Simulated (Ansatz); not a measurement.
System: CsCl-type TlCl. Method: PBEsol-D3(BJ) in Ansatz (PAW).

Input file:

Ansatz 0.2 input:
```yaml
crystal:
  lattice:
    - [3.7062123826, 0.0, 0.0]
    - [0.0, 3.7062123826, 0.0]
    - [0.0, 0.0, 3.7062123826]
  atoms:
    - { symbol: Tl, position: [0.0, 0.0, 0.0] }
    - { symbol: Cl, position: [0.5, 0.5, 0.5] }
basis:
  ecutwfc: 520
  ecutrho_ratio: 4
  xc_grid: 2
kpoints:
  mp_grid: { grid: [10, 10, 10] }
hamiltonian:
  xc: pbesol
  dispersion: d3bj
  pseudopotentials: { kind: paw }
scf:
  occupations: { method: fermi_dirac, width: 0.01 }
  convergence: { dr2_threshold: 0.0000000002 }
output:
  forces: true
  stress: true
  eigenvalues: true
```

The run printed, among other lines:

```
Crystal: 2 atoms, lattice volume = 50.909 Å³
Basis set: ecut = 520 eV, 1357 PW (Γ), exchange–correlation on 60×60×60 points (8 copies of the dense FFT grid, shifted against one another)
Bands: 14, of which v1, the nominal top of the filled ones, is band 10 counted from 1 (9 counted from 0)
Symmetry: 48 space group operations
Space group: Pm-3m (ITA 221), of the structure as read, at distance tolerance 3.7e-5 Å
k-points: 56 of 1000
Functional: x = pbesol(κ = 0.804, μ = 0.12345679012345678), c = pbesol(β = 0.046)
SCF iter   1: F=—  HF=-12358.849503 eV  |F-HF|=—  |Δ(HF+E_count)|=         —  Δρ=5.04e-3  dr2=2.17e-2
SCF iter   2: F=—  HF=-12358.842447 eV  |F-HF|=—  |Δ(HF+E_count)|=   7.06e-3  Δρ=1.63e-3  dr2=1.48e-3
  ...
SCF iter   6: F=—  HF=-12358.842066 eV  |F-HF|=—  |Δ(HF+E_count)|=   4.88e-6  Δρ=1.62e-6  dr2=6.89e-10
SCF iter   7: F=-12358.842066 eV  HF=-12358.842066 eV  |F-HF|=0.00e0  |Δ(HF+E_count)|=  7.33e-10  Δρ=2.31e-7  dr2=1.02e-11
SCF 1 converged in 7 iterations: F = -12358.842066 eV  dr2 = 1.02e-11
SCF converged after 7 iterations
Free energy (F): -12358.842066 eV
Internal energy: -12358.842066 eV  (E = F + TS)
E sigma→0 (E₀):  -12358.842066 eV
Fermi energy:    7.419547 eV
--- Stress (GPa, compression-positive) ---
       -0.001048       0.000000       0.000000
        0.000000      -0.001048       0.000000
        0.000000       0.000000      -0.001048
  P = ⅓ Tr σ = -0.0010 GPa (-0.010 kbar)
```

The PAW data were made under PBE.

Ansatz is an electronic-structure program.
